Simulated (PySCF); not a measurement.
# Solvent effects on NMR parameters

Cartesian coordinates in Å; atom numbers follow the order of the lines, from 1:
```xyz
8

P     1.698   -0.176   -0.176
P    -0.012   -0.501    1.245
P    -1.607   -0.356   -0.329
H     1.627    1.248   -0.062
H     2.682   -0.263    0.859
H     0.070   -1.925    1.121
H    -1.718    1.065   -0.202
H    -2.666   -0.576    0.607
```

GIAO PBE0/pcSseg-1 in PySCF 2.14.0 with density-fitted response routines on one PBE0-D3(BJ)/def2-SVP conformer, non-relativistic, equivalent nuclei averaged. Solvents enter as an IEF-PCM continuum (dichloromethane with ε = 8.9, dimethylsulfoxide with ε = 46.8) around the gas-phase geometry. Shifts are referred to TMS computed in the same medium.

Gas phase, δ in ppm: H6 2.79, H4/H5/H7/H8 2.68. Dipole moment 0.87 D.

Q: How does each δ change in the continuum?

A: 
```
      atoms                             environment  Δδ, dichloromethane  Δδ, dimethylsulfoxide
         H6  hydrogen on a phosphorus bonded to 2 P                +0.28                  +0.33
H4/H5/H7/H8    hydrogen on a phosphorus bonded to P                +0.23                  +0.27
```

Changes are relative to the gas phase. The dipole moment becomes 1.17 D in dichloromethane, 1.25 D in dimethylsulfoxide.

Q: Which of the listed nuclei move most (in ppm), and what does the model miss?

A: H6 (hydrogen on a phosphorus bonded to 2 P, +0.33 ppm) and H4/H5/H7/H8 (hydrogen on a phosphorus bonded to P, +0.27 ppm) in dimethylsulfoxide. A continuum only polarises the solute; specific hydrogen bonds, the anisotropy of aromatic solvents and changes of geometry or conformer are outside it.
